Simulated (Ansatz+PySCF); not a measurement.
The numbers below are computed, except where a source is named.
Input for PySCF 2.14.0:

```python
from pyscf import gto, scf

mol = gto.M(atom="""
C 0.000000 0.000000 -0.591070
F 0.000000 1.023790 0.197020
F 0.000000 -1.023790 0.197020
""", basis='def2-svp', charge=0, spin=0)
mf = scf.UHF(mol)
mf.kernel()
print(mf.converged, mf.e_tot, mf.spin_square()[0])
```

The script is written out from the run's settings.

Output:

```json
{
 "Converged": "yes",
 "Total energy": "-236.46796 hartree",
 "Spin squared of the determinant": "0.000",
 "Cycles": "9"
}
```

This is not the lowest solution: another run reaches a determinant 0.01 eV lower.
